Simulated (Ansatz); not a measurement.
# A ladder of methods for AlHOF (SMILES [O][AlH][F])

AlHOF: 4 atoms, total charge 0, spin state doublet. SMILES: `[O][AlH][F]`. Geometry: relaxed at PBE0-D4/def2-TZVP.

```xyz
4

O    -0.1283   -1.0616    1.2994
Al    0.0382    0.0261   -0.0370
F    -1.1265   -0.0103   -1.1922
H     1.2721    0.9856   -0.0904
```

Quantity: the energy change with the Al2–H4 bond stretched from 1.564 to 1.955 Å, in eV. The values are calculated.

| level | kind | program | value (eV) | less FCI/STO-3G | CPU time (all runs) |
| --- | --- | --- | --- | --- | --- |
| UPBE/STO-3G | GGA | Ansatz | 1.20 | -0.16 | 5.2 s |
| U-r2SCAN/STO-3G | meta-GGA | Ansatz | 1.33 | -0.03 | 12 s |
| UB3LYP/STO-3G | global hybrid | Ansatz | 1.34 | -0.02 | 4.5 s |
| UPBE0/STO-3G | global hybrid | Ansatz | 1.40 | +0.04 | 4.5 s |
| UHSE06/STO-3G | range-separated hybrid | Ansatz | 1.40 | +0.04 | 6 s |
| UB2PLYP/STO-3G | double hybrid | Ansatz | 1.45 | +0.09 | 6.3 s |
| UMP2/STO-3G | perturbation theory | Ansatz | 1.57 | +0.21 | 0.55 s |
| UBCCD(T)/STO-3G | coupled cluster or CI | Ansatz | 1.37 | +0.01 | 1.1 s |
| FCI/STO-3G | exact in the basis | Ansatz | 1.36 | 0.00 | 23 s |

FCI/STO-3G is exact within its basis and frozen core, so for wave-function methods in that basis the difference is their error; functionals converge differently with the basis, so for them it is only a difference. The first shape isn't each level's own minimum. The values span 1.20 to 1.57 eV. All rows use very small basis sets, so none should be taken for the real molecule's value. In so small a basis fixed costs decide the times, and correlated methods can beat functionals. CPU times are rough (shared hosts, several kinds of processor and program).
